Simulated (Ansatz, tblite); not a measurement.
Elastic constant C12 (GPa) of solids drawn from the class of alkali halides, at two levels: GFN1-xTB tight binding with its D3(BJ) term, in tblite, supercell at the zone centre, Fermi filling at 1000 K (free energies), no spin polarisation (tblite), and r²SCAN (Ansatz, a first-principles code, PAW).

| solid | GFN1-xTB | r²SCAN | shift (%) |
|---|---|---|---|
| rock-salt KF | 43.6 | 14.3 | -67 |
| rock-salt NaF | 14.6 | 22.3 | +53 |
| rock-salt LiF | 39.9 | 46.8 | +17.3 |
| rock-salt KBr | -0.36 | 4.56 | +1367 |
| rock-salt KI | 1.23 | 3.40 | +176 |
| rock-salt NaCl | 8.78 | 11.6 | +32 |
| rock-salt LiCl | 29.4 | 21.9 | -26 |
| rock-salt KCl | 1.56 | 5.78 | +271 |
| rock-salt NaI | 10.3 | 7.96 | -23 |

The shifts run from -67 % to +1367 %, with a median of +32 %.

Over all 9 rows r²SCAN is the larger in 6.

Spin–orbit coupling is left out, also for the solids with elements from indium on (rock-salt KI, rock-salt NaI); its size isn't shown.

Each level is taken at its own relaxed cell. Caveats: the method was fitted mainly to molecules (GFN1-xTB: rock-salt KF, rock-salt NaF, rock-salt LiF, rock-salt KBr, rock-salt KI, rock-salt NaCl and 3 more); the relaxed volume lies over a fifth from the starting cell (GFN1-xTB: rock-salt KCl); the run uses a supercell at the zone centre in place of a k mesh (GFN1-xTB: rock-salt KF, rock-salt NaF, rock-salt LiF, rock-salt KBr, rock-salt KI, rock-salt NaCl and 3 more). Ansatz's density-functional and Hartree–Fock values are scalar-relativistic unless marked +SOC, with PAW data made under PBE.
